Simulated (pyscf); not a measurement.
This saddle point was located with ωB97X-D3(BJ)/def2-SVP in PySCF.

```xyz
10

O      1.0411     0.7022    -1.3830
P      0.1607    -0.0302    -0.2083
O      0.5247     1.1427     0.8944
H      1.4431     1.5411    -1.1059
H      0.3117    -1.3318     1.0208
H     -0.1601     1.2414     1.5714
P     -2.1819    -0.2403     1.0956
H     -0.5332    -1.1965     1.3594
H     -2.4916    -1.3646     1.9151
H     -2.8158    -0.7631    -0.0629
```

Surface: singlet, charge 0. Lowest wavenumbers (cm⁻¹): 869i, 121, 169, 188, 333.

Q: What reaction is this the transition state of?

A: HO–PH–OH (SMILES OPO) + PH₃ (SMILES P) <-> HO–P(OH)–PH₂ (SMILES OP(O)P) + H₂ (SMILES [H][H]), a four-centre exchange read from left to right: H–P, H–P broken and P–P, H–H formed. At ωB97M-D3(BJ)/def2-TZVP it lies +55.4 kcal/mol from the left side and +53.8 kcal/mol from the right (each side as separated species at their lowest minima found). One saddle was located; it need not be the lowest between these sides.
